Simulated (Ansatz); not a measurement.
Results of LDA (PAW; Ansatz, a first-principles code) for 2H MoS2.

Settings: plane-wave cutoff 520 eV, 12×12×4 k mesh (along the axes of the cell as run), Fermi–Dirac smearing 0.01 eV, no spin polarisation, scalar-relativistic PAW data made under PBE.

Starting structure:

```xyz
6
Lattice="3.1600 0.0000 0.0000 -1.5800 2.7366 0.0000 0.0000 0.0000 12.3000" Properties=species:S:1:pos:R:3 pbc="T T T"
Mo     1.5800     0.9122     9.2250
Mo     0.0000     1.8244     3.0750
S      1.5800     0.9122     4.6617
S      0.0000     1.8244    10.8117
S      0.0000     1.8244     7.6383
S      1.5800     0.9122     1.4883
```

Task: Into what structure does the relaxation of cell and atoms lead at this level, with the symmetry of the start kept?

Result: The volume drops by 4.1 %; final space group P6_3/mmc.
```xyz
6
Lattice="3.1222 0.0000 0.0000 -1.5611 2.7039 0.0000 0.0000 0.0000 12.0771" Properties=species:S:1:pos:R:3 pbc="T T T"
Mo     1.5611     0.9013     9.0578
Mo     0.0000     1.8026     3.0193
S      1.5611     0.9013     4.5735
S      0.0000     1.8026    10.6120
S      0.0000     1.8026     7.5037
S      1.5611     0.9013     1.4651
```
